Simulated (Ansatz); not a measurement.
A made-up structure of AlH₄O₂ (charge +1), closed shell:

```csv
atom,x (Å),y (Å),z (Å)
O1,-1.1994,-1.0050,-0.1942
Al2,-0.0747,0.0456,-0.7751
O3,0.7273,0.5079,0.8330
H4,-1.8976,-1.5564,-0.5430
H5,0.5720,0.7732,-1.9790
H6,-0.9496,-1.5896,0.5385
H7,1.4617,1.1166,0.9951
```

It is relaxed with PBE-D4/def2-SVP and then PBE0-D4/def2-TZVP (Ansatz 0.2.0). Atoms count as bonded within 1.22 times the sum of their covalent radii (H–H: 0.88 Å). The end point is not checked to be a true minimum.

Question: Does its bonding change? (A judgement: the text doesn't fix the answer.)

Answer: Computed: No: no bond forms or breaks.

Where it ends: The first stage lowers the energy by 1.62 eV in 9 steps. It ends as AlH₄O₂ ([OH][AlH][OH2]), total charge +1:
| atom | x (Å) | y (Å) | z (Å) |
| --- | --- | --- | --- |
| O1 | -1.0784 | -1.0769 | -0.2239 |
| Al2 | 0.1629 | 0.2284 | -0.6695 |
| O3 | 0.8088 | 0.4690 | 0.8241 |
| H4 | -1.7091 | -1.5376 | -0.7949 |
| H5 | 0.1266 | 0.5767 | -2.1776 |
| H6 | -1.1545 | -1.3830 | 0.6936 |
| H7 | 1.4834 | 1.0155 | 1.2234 |

Labels in which every atom is bracketed show which atoms are joined, not bond orders.

For scale, one of the runs: PBE0-D4/def2-TZVP relaxation, 123 basis functions, launched by `ansatz run in.yaml --threads 2 --pin off --events-out ev --progress --plain --max-ram 4352MiB`. Hardware: 2 CPU threads of an Arm Neoverse V1, shared host. Wall time about 11 s.
